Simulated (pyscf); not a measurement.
Single points on ωB97X-D3(BJ)/def2-SVP structures (PySCF, gas phase).

Question: H₂Si=Se + HCl → Cl–SiH=Se + H₂
Surface: singlet. Broken: H–Si, Cl–H. Formed: Cl–Si, H–H. Give ΔE‡ and ΔE from ωB97M-D3(BJ)/def2-TZVP, relative to the separated reactants.

Answer: ΔE‡ = 62.1 kJ/mol, ΔE = -86.2 kJ/mol. Zero-point energy shifts the barrier by +4.0 kJ/mol. It is a four-centre exchange, with an imaginary mode of 1159i cm⁻¹. On the reactant side the descent ends in a complex, 27.0 kJ/mol under the separated species and 86.1 kJ/mol under the saddle at ωB97X-D3(BJ)/def2-TZVP. The same reactants have a lower exit, to Cl–SiH₂–SeH (barrier -6.7 kJ/mol at ωB97M-D3(BJ)/def2-TZVP, against +62.1 kJ/mol here). One saddle was located; it need not be the lowest between these sides. Elements up to Kr have no core potential and no relativistic terms here.
